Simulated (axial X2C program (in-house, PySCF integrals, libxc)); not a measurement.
**MgP: cheaper levels and CCSD(T), with spin–orbit coupling**

All values were computed with an in-house all-electron X2C program for linear molecules (integrals from PySCF). Two-component (2c) means X2C with spin–orbit coupling and atomic mean-field two-electron Coulomb and Gaunt terms. Basis: P dyall-v3z [8s7p2d1f], Mg dyall-cv3z [9s8p6d3f] (cores contracted in-house); Gaussian nuclei, density fitting, unrestricted open shells. Masses: P 30.974 u, Mg 23.985 u.

State: Ω = 3/2 (⟨Sz⟩ = 1.50, ⟨Lz⟩ = 0.00 at HF); fragments P + Mg.

```
level  Re (Å)  ωe (cm⁻¹)  De (eV)
 PBE0   2.534      309.7    0.838
   HF   2.532      317.8    0.275
  MP2   2.528      324.3    0.541
 CCSD   2.543      301.4    0.441
```

Correlated methods: 7 electrons correlated (number of frozen shells: P 2 s, 1 p; Mg 2 s, 1 p), 213 virtual spin orbitals or spinors in MP2, 87 natural virtuals in coupled cluster.

CCSD(T), same Hamiltonian and basis:

Re = 2.546 Å, ωe = 302.8 cm⁻¹, De = 0.52 eV; T1 = 0.023 (Lee–Taylor normalisation).

(1) Give the differences from CCSD(T) in the columns below.

The state is a single determinant with fixed occupations, the lowest that a limited PBE0 search found. Dissociation energies refer to the lowest single-determinant-based atoms at the same level and basis. Density functionals use the spin component along the axis (collinear). Coupled cluster ran in a truncated set of natural virtual spinors; the MP2 energy of the rest was added. (T) has no such correction and the atoms are truncated less, which lowers De at CCSD(T) by a hundredth of an eV or more. PBE0 can misorder states that lie within some tenths of an eV, so this need not be the ground state of the molecule. The nearest other 2c determinant of the search, Ω = 1/2, lies 0.15 eV up at the distance of the search. With several unpaired electrons one determinant need not be a pure state. Some points did not converge and are left out. This is the top spin component of a Σ state; components of lower Ω are not single determinants and can lie lower. The determinant is spin-polarised beyond a pure state at some levels (its spin-free form has ⟨S²⟩ too high), which makes Re and μ there less reliable. The stretched end of a curve changes character and is left out.

Answers

(1) 

| level | ΔRe (Å) | Δωe (cm⁻¹) | ΔDe (eV) |
| --- | --- | --- | --- |
| PBE0 | -0.012 | 7 | 0.32 |
| HF | -0.014 | 15 | -0.24 |
| MP2 | -0.018 | 22 | 0.02 |
| CCSD | -0.003 | -1 | -0.08 |
